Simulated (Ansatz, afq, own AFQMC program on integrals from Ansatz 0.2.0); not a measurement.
AFQMC on a folder of integrals that Ansatz 0.2.0 wrote.

```yaml
crystal:
  periodic: [false, false, false]
  atoms:
    - {symbol: Si, position_ang: [0.000000, -0.104154, 2.008188]}
    - {symbol: N, position_ang: [0.000000, -0.336361, -0.673779]}
    - {symbol: H, position_ang: [0.000000, 0.440515, -1.334409]}
basis:
  gaussian: {orbitals: cc-pVDZ}
magnetization: {spin_polarized: false, initial_magnetization: 2}
correlation: {method: ccsd_t, electrons: outside_noble_gas, hamiltonian_folder: ham}
```

```sh
$ ansatz run in.yaml --threads 1 --pin off --events-out ev --progress --plain --max-ram 1382MiB
```

Options of the walk:

```
--method phaseless --trial hf --walkers 120 --populations 1 --least-time 40 --time-step 0.005 --steps-per-block 20 --equilibration-blocks 160 --max-blocks 600 --target-error 0.00228 --factor-cut 1e-05 --start spin_pure --seed 9093 --taylor-order 6
```

Times are imaginary, in 1/Eh. The walk had a cap of 723 s.

afq prints:

```
orbitals 31  electrons 6 4  factors 211 of 365
reference energy -343.75020849 Eh
CCSD correlation -0.25361201 Eh in 27 cycles, weight of the determinant in the CISD state 0.7661
energy of the start -343.750210 Eh
 block  time / (1/Eh)  mean weight  energy / Eh
     1     0.100  1.0000  -343.800653
     2     0.200  1.0018  -343.841058
     3     0.300  1.0020  -343.874128
     4     0.400  1.0020  -343.887358
     5     0.500  1.0000  -343.898094
     8     0.800  1.0016  -343.915910
    20     2.000  0.9993  -343.999913
    77     7.700  1.0002  -344.017937
   134    13.400  0.9991  -343.988738
   191    19.100  0.9984  -344.003170
   210    21.000  1.0026  -344.042499
   248    24.800  0.9987  -344.031350
   305    30.500  1.0008  -343.980776
   362    36.200  1.0004  -343.999354
   419    41.900  0.9991  -344.021386
   476    47.600  0.9988  -344.000744
   533    53.300  1.0001  -343.955379
   590    59.000  1.0010  -343.969562
   647    64.700  0.9990  -343.995157
   704    70.400  0.9952  -344.018187
   742    74.200  0.9989  -343.996285
blocks merged  error / Eh  count
     1  0.001071  600
     2  0.001414  300
     4  0.001820  150
     8  0.002321  75
    16  0.002487  37
    32  0.002604  18
    64  0.002836  9
energy -344.004308 +/- 0.002604 Eh
(rows thinned)
```

The run passed its tests (sampling time, drift between the halves within three errors, error under three times the target), which doesn't prove that it has relaxed. The second half of the sampling lies above the first by 2.6 errors of their difference, so the energy may still be moving and its error bar be too small.

Against this walk (error 70.9 meV) on the same determinant: CCSD(T) 375.1 meV lower, CCSDT(Q) 615.6 meV lower, a separate phaseless walk with a CISD trial and standard settings 314.7 ± 73.3 meV lower. The error is statistical and leaves out the bias of the constraint. None of these is a sure reference here.

Cautions: constraint bias not in the error; error above the target (70.9 against 62.0 meV); lower spins were not checked; higher spins were not checked; a spin-contaminated unrestricted determinant lies lower (UHF 1.66 eV lower, ⟨S²⟩ 3.00); the search met a lower determinant of the same kind, perhaps of another symmetry (105 meV lower); strong correlation (T1 0.063, weight of the determinant 0.77, largest double 0.22); the bias of populations of 120 walkers isn't removed.

The walk took 2.8 min on 1 thread of Arm Neoverse V2 (shared host). The log's last line is the phaseless energy.

CCSDT and higher add their correlation energy to the determinant of the CCSD(T) run, since their own runs factorise the integrals more tightly (a shift of under 2 meV). A walk keeps the symmetry of its determinant, which the program's search chose and which needn't be the lowest solution, so a lower state of the same spin and another symmetry isn't excluded.
